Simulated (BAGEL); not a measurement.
# BH6P (SMILES [BH3-][PH3+]), step by step

Wanted: a single-point energy (HF/ANO-RCC-MB), then the energy (HF/ANO-RCC-VDZ), then a single-point energy (HF/ANO-RCC-VDZP), then the energy (HF/ANO-RCC-VTZP), then a single-point energy (HF/ANO-RCC-VQZP) of BH6P. 

Program for the calculation: BAGEL 1.2.2.

## (1) The molecule

BH6P: 8 atoms, total charge 0, spin state singlet. SMILES: `[BH3-][PH3+]`. Geometry: relaxed at PBE0-D4/def2-TZVP.

Bond lengths: B1–P2 1.910 Å, B1–H3 1.209 Å, B1–H4 1.209 Å, B1–H5 1.209 Å, P2–H6 1.408 Å, P2–H7 1.409 Å, P2–H8 1.408 Å. Some angles: B1–P2–H6 118.0°, B1–P2–H7 118.1°, B1–P2–H8 118.0°, P2–B1–H3 103.8°, P2–B1–H4 103.8°, P2–B1–H5 103.8°, H6–P2–H7 99.7°, H6–P2–H8 99.7°, H7–P2–H8 99.7°, H3–B1–H4 114.5°.

## (2) A single-point energy at HF/ANO-RCC-MB (DKH2, density fitting with tzvpp-jkfit, property dipole) (run 1)

File hf.json:

```json
{ "bagel": [

{
  "title": "molecule",
  "basis": "ano-rcc-mb.json",
  "df_basis": "tzvpp-jkfit",
  "angstrom": true,
  "dkh": true,
  "geometry": [
    { "atom": "B", "xyz": [   -0.556100,    0.227200,   -0.914000 ] },
    { "atom": "P", "xyz": [    0.433900,   -0.181600,    0.667700 ] },
    { "atom": "H", "xyz": [   -1.693400,    0.343100,   -0.520100 ] },
    { "atom": "H", "xyz": [   -0.367800,   -0.730200,   -1.628000 ] },
    { "atom": "H", "xyz": [   -0.055500,    1.254200,   -1.309900 ] },
    { "atom": "H", "xyz": [    0.418800,    0.755700,    1.718800 ] },
    { "atom": "H", "xyz": [    1.823100,   -0.380300,    0.547100 ] },
    { "atom": "H", "xyz": [    0.089200,   -1.345200,    1.382600 ] }
  ]
},
{ "title": "hf", "multipole": 2 },
{ "title": "print", "file": "orbitals.molden", "orbitals": true }

]}
```

The basis set ANO-RCC-MB is read from a file made from the Basis Set Exchange's data (not shown).

Started as:

```
$ BAGEL_NUM_THREADS=1 BAGEL hf.json > hf.out
```

The program printed:

```text
* using 1 threads per process

  ===============================================================
  ===============================================================

  *** Geometry ***

  { "atom" : "B", "xyz" : [     -1.050877,      0.429346,     -1.727210 ] },
  { "atom" : "P", "xyz" : [      0.819952,     -0.343174,      1.261770 ] },
  { "atom" : "H", "xyz" : [     -3.200062,      0.648365,     -0.982847 ] },
  { "atom" : "H", "xyz" : [     -0.695041,     -1.379878,     -3.076474 ] },
  { "atom" : "H", "xyz" : [     -0.104880,      2.370095,     -2.475352 ] },
  { "atom" : "H", "xyz" : [      0.791417,      1.428066,      3.248061 ] },
  { "atom" : "H", "xyz" : [      3.445160,     -0.718663,      1.033869 ] },
  { "atom" : "H", "xyz" : [      0.168564,     -2.542060,      2.612735 ] },

  Number of auxiliary basis functions:      311

  Since a DF basis is specified, we compute 2- and 3-index integrals:
    o Being stored without compression. Storage requirement is 0.001 GB

  Number of basis functions:       20
  Number of electrons      :       26

    * METHOD: MOLECULE                             0.15

  *** RHF ***

  === Nuclear Repulsion ===
    59.5445171562

      * DIIS with orbital gradients will be used.

  === RHF iteration (ano-rcc-mb.json) ===
      0       -369.51798538          0.00939977           0.01
      1       -369.54029629          0.00209394           0.00
      2       -369.54156977          0.00041513           0.00
      3       -369.54162074          0.00005127           0.00
      4       -369.54162161          0.00000785           0.00
      5       -369.54162163          0.00000110           0.00
      6       -369.54162163          0.00000013           0.00
      7       -369.54162163          0.00000001           0.00
      8       -369.54162163          0.00000000           0.00
    * SCF iteration converged.

    * Permanent dipole moment:
           (   -1.042565,     0.430514,    -1.665768) a.u.

    * Permanent second moment (around the center of charge):
          Qxx   -21.473018
          Qxy     0.356486
          Qyy   -20.756852
          Qxz    -1.379649
          Qyz     0.569708
          Qzz   -22.814269

    * METHOD: HF                                   0.21

    * METHOD: PRINT                                0.00

  ===============================================================
```

Run time: 0.94 s. Hardware: 1 thread of AMD EPYC 7R13 (Zen 3), shared host; peak memory 0.08 GiB.

## (3) A single-point energy at HF/ANO-RCC-VDZ (DKH2, density fitting with tzvpp-jkfit, property dipole) (run 2)

File job.json:

```json
{ "bagel" : [

{
  "title" : "molecule",
  "basis" : "ano-rcc-vdz.json",
  "df_basis" : "tzvpp-jkfit",
  "angstrom" : "true",
  "dkh" : "true",
  "geometry" : [
    { "atom" : "B", "xyz" : [   -0.556100,    0.227200,   -0.914000 ] },
    { "atom" : "P", "xyz" : [    0.433900,   -0.181600,    0.667700 ] },
    { "atom" : "H", "xyz" : [   -1.693400,    0.343100,   -0.520100 ] },
    { "atom" : "H", "xyz" : [   -0.367800,   -0.730200,   -1.628000 ] },
    { "atom" : "H", "xyz" : [   -0.055500,    1.254200,   -1.309900 ] },
    { "atom" : "H", "xyz" : [    0.418800,    0.755700,    1.718800 ] },
    { "atom" : "H", "xyz" : [    1.823100,   -0.380300,    0.547100 ] },
    { "atom" : "H", "xyz" : [    0.089200,   -1.345200,    1.382600 ] }
  ]
},
{ "title" : "hf", "multipole" : 2 },
{ "title" : "print", "file" : "orbitals.molden", "orbitals" : "true" }

]}
```

The basis set ANO-RCC-VDZ is read from a file made from the Basis Set Exchange's data (not shown).

Started as:

```
$ BAGEL_NUM_THREADS=1 BAGEL job.json > job.out
```

The program printed:

```text
* using 1 threads per process

  ===============================================================
  ===============================================================

  *** Geometry ***

  { "atom" : "B", "xyz" : [     -1.050877,      0.429346,     -1.727210 ] },
  { "atom" : "P", "xyz" : [      0.819952,     -0.343174,      1.261770 ] },
  { "atom" : "H", "xyz" : [     -3.200062,      0.648365,     -0.982847 ] },
  { "atom" : "H", "xyz" : [     -0.695041,     -1.379878,     -3.076474 ] },
  { "atom" : "H", "xyz" : [     -0.104880,      2.370095,     -2.475352 ] },
  { "atom" : "H", "xyz" : [      0.791417,      1.428066,      3.248061 ] },
  { "atom" : "H", "xyz" : [      3.445160,     -0.718663,      1.033869 ] },
  { "atom" : "H", "xyz" : [      0.168564,     -2.542060,      2.612735 ] },

  Number of auxiliary basis functions:      311

  Since a DF basis is specified, we compute 2- and 3-index integrals:
    o Being stored without compression. Storage requirement is 0.003 GB

  Number of basis functions:       34
  Number of electrons      :       26

    * METHOD: MOLECULE                             0.14

  *** RHF ***

  === Nuclear Repulsion ===
    59.5445171562

      * DIIS with orbital gradients will be used.

  === RHF iteration (ano-rcc-vdz.json) ===
      0       -369.56102316          0.02215676           0.01
      1       -369.62933752          0.00648183           0.01
      2       -369.63491425          0.00144489           0.01
      3       -369.63537031          0.00014827           0.01
      4       -369.63538063          0.00002845           0.01
      5       -369.63538091          0.00000635           0.01
      6       -369.63538092          0.00000192           0.01
      7       -369.63538092          0.00000031           0.01
      8       -369.63538092          0.00000004           0.01
      9       -369.63538092          0.00000001           0.01
    * SCF iteration converged.

    * Permanent dipole moment:
           (   -0.962805,     0.397644,    -1.538179) a.u.

    * Permanent second moment (around the center of charge):
          Qxx   -19.176124
          Qxy     0.372274
          Qyy   -18.428462
          Qxz    -1.439973
          Qyz     0.595183
          Qzz   -20.575333

    * METHOD: HF                                   0.28

    * METHOD: PRINT                                0.01

  ===============================================================
```

It took 0.79 s on 1 thread of AMD EPYC 7R13 (Zen 3), shared host; peak memory 0.08 GiB.

Runs 3 to 4 aren't shown in full; the table further down has their settings and results.

## (4) The energy at HF/ANO-RCC-VQZP (DKH2, density fitting with qzvpp-jkfit, property dipole) (run 5)

File calc.json:

```json
{ "bagel": [

{
  "title": "molecule",
  "basis": "ano-rcc-vqzp.json",
  "df_basis": "qzvpp-jkfit",
  "angstrom": true,
  "dkh": true,
  "geometry": [
    { "atom": "B", "xyz": [   -0.556100,    0.227200,   -0.914000 ] },
    { "atom": "P", "xyz": [    0.433900,   -0.181600,    0.667700 ] },
    { "atom": "H", "xyz": [   -1.693400,    0.343100,   -0.520100 ] },
    { "atom": "H", "xyz": [   -0.367800,   -0.730200,   -1.628000 ] },
    { "atom": "H", "xyz": [   -0.055500,    1.254200,   -1.309900 ] },
    { "atom": "H", "xyz": [    0.418800,    0.755700,    1.718800 ] },
    { "atom": "H", "xyz": [    1.823100,   -0.380300,    0.547100 ] },
    { "atom": "H", "xyz": [    0.089200,   -1.345200,    1.382600 ] }
  ]
},
{
  "title": "hf",
  "multipole": 2
},
{
  "title": "print",
  "file": "orbitals.molden",
  "orbitals": true
}

]}
```

The basis set ANO-RCC-VQZP is read from a file made from the Basis Set Exchange's data (not shown).

Started as:

```
$ BAGEL_NUM_THREADS=1 BAGEL calc.json > calc.out
```

The program printed:

```text
* using 1 threads per process

  ===============================================================
  ===============================================================

  *** Geometry ***

  { "atom" : "B", "xyz" : [     -1.050877,      0.429346,     -1.727210 ] },
  { "atom" : "P", "xyz" : [      0.819952,     -0.343174,      1.261770 ] },
  { "atom" : "H", "xyz" : [     -3.200062,      0.648365,     -0.982847 ] },
  { "atom" : "H", "xyz" : [     -0.695041,     -1.379878,     -3.076474 ] },
  { "atom" : "H", "xyz" : [     -0.104880,      2.370095,     -2.475352 ] },
  { "atom" : "H", "xyz" : [      0.791417,      1.428066,      3.248061 ] },
  { "atom" : "H", "xyz" : [      3.445160,     -0.718663,      1.033869 ] },
  { "atom" : "H", "xyz" : [      0.168564,     -2.542060,      2.612735 ] },

  Number of auxiliary basis functions:      311

  Since a DF basis is specified, we compute 2- and 3-index integrals:
    o Being stored without compression. Storage requirement is 0.215 GB

  Number of basis functions:      294
  Number of electrons      :       26

    * METHOD: MOLECULE                             0.91

  *** RHF ***

  === Nuclear Repulsion ===
    59.5445171562

      * DIIS with orbital gradients will be used.

  === RHF iteration (ano-rcc-vqzp.json) ===
      0       -369.58061503          0.00874276           0.16
      1       -369.71530242          0.00296489           0.18
      2       -369.73373665          0.00051555           0.19
      3       -369.73476468          0.00008822           0.18
      4       -369.73479796          0.00002089           0.18
      5       -369.73479997          0.00000504           0.26
      6       -369.73480005          0.00000093           0.18
      7       -369.73480005          0.00000016           0.18
      8       -369.73480005          0.00000004           0.21
      9       -369.73480005          0.00000001           0.19
     10       -369.73480005          0.00000000           0.17
    * SCF iteration converged.

    * Permanent dipole moment:
           (   -0.874590,     0.361185,    -1.397271) a.u.

    * Permanent second moment (around the center of charge):
          Qxx   -18.364543
          Qxy     0.329884
          Qyy   -17.701871
          Qxz    -1.276540
          Qyz     0.527458
          Qzz   -19.605467

    * METHOD: HF                                   4.10

    * METHOD: PRINT                                0.28

  ===============================================================
```

It took 6 s on 1 thread of AMD EPYC 7R13 (Zen 3), shared host; peak memory 0.34 GiB.

## (5) All runs side by side

```
run                                                                      level  integral approximation  energy (Eh)  dipole moment (D)  HOMO energy (eV)  LUMO energy (eV)  wall time
  1    HF/ANO-RCC-MB (DKH2, density fitting with tzvpp-jkfit, property dipole)             tzvpp-jkfit  -369.541622               5.11            -12.65              6.60     0.94 s
  2   HF/ANO-RCC-VDZ (DKH2, density fitting with tzvpp-jkfit, property dipole)             tzvpp-jkfit  -369.635381               4.72            -11.83              1.66     0.79 s
  3  HF/ANO-RCC-VDZP (DKH2, density fitting with tzvpp-jkfit, property dipole)             tzvpp-jkfit  -369.725098               4.36            -11.87              1.82      1.7 s
  4  HF/ANO-RCC-VTZP (DKH2, density fitting with tzvpp-jkfit, property dipole)             tzvpp-jkfit  -369.733306               4.30            -11.91              1.02      3.3 s
  5  HF/ANO-RCC-VQZP (DKH2, density fitting with qzvpp-jkfit, property dipole)             qzvpp-jkfit  -369.734800               4.29            -11.92              0.90        6 s
```

Convergence of the total energy with the basis set, against the last and best point:

```
   basis set  from the best (mEh)  wall time
  ANO-RCC-MB             +193.178     0.94 s
 ANO-RCC-VDZ              +99.419     0.79 s
ANO-RCC-VDZP               +9.703      1.7 s
ANO-RCC-VTZP               +1.494      3.3 s
ANO-RCC-VQZP               +0.000        6 s
```

Convergence of the dipole moment with the basis set, against the last and best point:

```
   basis set  from the best (D)  wall time
  ANO-RCC-MB            +0.8241     0.94 s
 ANO-RCC-VDZ            +0.4326     0.79 s
ANO-RCC-VDZP            +0.0702      1.7 s
ANO-RCC-VTZP            +0.0091      3.3 s
ANO-RCC-VQZP            +0.0000        6 s
```

## (6) What came out

| quantity | value |
| --- | --- |
| run 5, HF/ANO-RCC-VQZP: total energy | -369.73480 Eh |
| run 5, HF/ANO-RCC-VQZP: dipole moment | 4.29 D |
| run 5, HF/ANO-RCC-VQZP: HOMO energy | -11.92 eV |
| run 5, HF/ANO-RCC-VQZP: LUMO energy | 0.90 eV |
| run 5, HF/ANO-RCC-VQZP: HOMO–LUMO gap | 12.82 eV |

For the total energy to stay within 10 mEh of the best point, ANO-RCC-VDZP is the least that serves (1.7 s against 6 s). For the total energy to stay within 2 mEh of the best point, ANO-RCC-VTZP is the least that serves (3.3 s against 6 s). For the dipole moment to stay within 0.1 D of the best point, ANO-RCC-VDZP is the least that serves (1.7 s against 6 s). For the dipole moment to stay within 0.02 D of the best point, ANO-RCC-VTZP is the least that serves (3.3 s against 6 s). The dipole moment runs from 4.29 D (HF/ANO-RCC-VQZP) to 5.11 D (HF/ANO-RCC-MB). Basis or surroundings differ between these two runs. The HOMO–LUMO gap runs from 12.82 eV (HF/ANO-RCC-VQZP) to 19.25 eV (HF/ANO-RCC-MB). All runs together took 13 s, the longest 6 s.
